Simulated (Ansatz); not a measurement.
# C3H4FN: how energies converge with the basis set

How large a basis does C3H4FN need? Two functionals are run in growing sets.

Method: one geometry, several basis sets; program: Ansatz 0.2.0, Gaussian basis.

The runs, in order: PBE0-D4/def2-SVP; ωB97M-V/def2-SVP; PBE0-D4/def2-QZVPP; ωB97M-V/def2-QZVPP; the functionals' def2-TZVPP values are taken from earlier runs.

## Step 1: Structure used throughout

An earlier PBE0-D4 in a triple-zeta def2 set relaxation fixed the geometry.

SMILES `C=CC(=N)F`, 9 atoms, charge 0, spin multiplicity 1.

Atoms are counted from 1 here; the program's logs count them from 0.

Bond lengths: C1–C2 1.328 Å, C1–H6 1.083 Å, C1–H7 1.083 Å, C2–C3 1.457 Å, C2–H8 1.083 Å, C3–N4 1.251 Å, C3–F5 1.351 Å, N4–H9 1.018 Å. Angles: C2–C1–H6 120.9°, C2–C1–H7 121.5°, H6–C1–H7 117.6°, C1–C2–C3 123.8°, C1–C2–H8 122.2°, C3–C2–H8 114.0°, C2–C3–N4 124.1°, C2–C3–F5 113.6°, N4–C3–F5 122.3°, C3–N4–H9 111.6°.

## Step 2: PBE0-D4 in def2-SVP

in.yaml

```yaml
crystal:
  periodic: [false, false, false]
  atoms:
    - {symbol: C, position_ang: [-0.024521, 0.153177, -1.566070]}
    - {symbol: C, position_ang: [0.150071, -0.509522, -0.429004]}
    - {symbol: C, position_ang: [-0.019979, 0.085261, 0.889933]}
    - {symbol: N, position_ang: [0.143416, -0.534126, 1.965060]}
    - {symbol: F, position_ang: [-0.376043, 1.387941, 0.854833]}
    - {symbol: H, position_ang: [0.114720, -0.336239, -2.521989]}
    - {symbol: H, position_ang: [-0.310015, 1.197957, -1.573280]}
    - {symbol: H, position_ang: [0.435472, -1.554238, -0.408645]}
    - {symbol: H, position_ang: [-0.024522, 0.063390, 2.771964]}
basis:
  gaussian: {orbitals: def2-SVP}
hamiltonian: {xc: pbe0, dispersion: d4}
output: {orbitals: {seedname: orbitals}}
```

The run is started by

```sh
ansatz run in.yaml --threads 2 --pin off --events-out ev --progress --plain --max-ram 4352MiB
```

The runs that follow: ωB97M-V in def2-SVP; PBE0-D4 in def2-QZVPP; ωB97M-V in def2-QZVPP.

**Question.** What will the summary of the whole plan be? Wanted: PBE0-D4: double and triple zeta above quadruple; ωB97M-V: double and triple zeta above quadruple.

The runs gave:

```
                                       quantity          value
PBE0-D4: double and triple zeta above quadruple  8.92, 0.39 eV
ωB97M-V: double and triple zeta above quadruple  9.20, 0.37 eV
```

What this shows: PBE0-D4 gains 8.53 eV from double to triple zeta, then 0.39 eV more. Total energies overstate the basis error of differences, where much of it tends to cancel.
